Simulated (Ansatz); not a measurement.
Predict the output of the script below (Ansatz 0.2.0, Python API).

`run_conformers.py`
```python
# -*- coding: utf-8 -*-
"""Rank force-field conformers of C4H5FO by single points."""

from dataclasses import dataclass
import logging
import sys

import ansatz as az
from rdkit import Chem
from rdkit.Chem import AllChem

logging.basicConfig(stream=sys.stdout, format="%(name)s: %(message)s")
log = logging.getLogger("calc")
log.setLevel(logging.INFO)


@dataclass(frozen=True)
class Settings:
    basis_set: str = "6-31G*"
    xc: str = "b3lyp"


cfg = Settings()

rd = Chem.AddHs(Chem.MolFromSmiles("COC1=CC1F"))
ids = list(AllChem.EmbedMultipleConfs(rd, numConfs=20, randomSeed=436, pruneRmsThresh=0.4))
field = [energy for _, energy in AllChem.MMFFOptimizeMoleculeConfs(rd)]
distinct = {round(e, 2): i for i, e in zip(ids, field)}
chosen = sorted(distinct.items())[:3]
found = []
for force_field, index in chosen:
    mol = az.Crystal.molecule()
    for atom, xyz in zip(rd.GetAtoms(), rd.GetConformer(index).GetPositions()):
        mol = mol.atom(atom.GetSymbol(), xyz.round(5).tolist())
    job = mol.calculation()
    job = job.basis(gaussian=cfg.basis_set)
    job = job.functional(cfg.xc)
    found.append(job.run(threads=1).report["free_energy_ev"])
log.info("conformer   MMFF (kcal/mol)   this level (kcal/mol)")
for (force_field, index), e in zip(chosen, found):
    log.info(f"{index:9d} {force_field - chosen[0][0]:17.2f} {23.060548 * (e - min(found)):17.3f}")
```

`python run_conformers.py` gives:
```text
calc: conformer   MMFF (kcal/mol)   this level (kcal/mol)
calc:         3              0.00            34.926
calc:         4              0.75            34.002
calc:         1             12.23             0.000
```

Caveats:
- The conformers keep their force-field geometries.
- b3lyp holds the VWN-RPA fit, as in Gaussian; the form of ORCA and Turbomole is b3lyp5.
- Run time: 8.4 s on 1 thread of Arm Neoverse V2, on a shared host, peak memory 0.3 GiB.
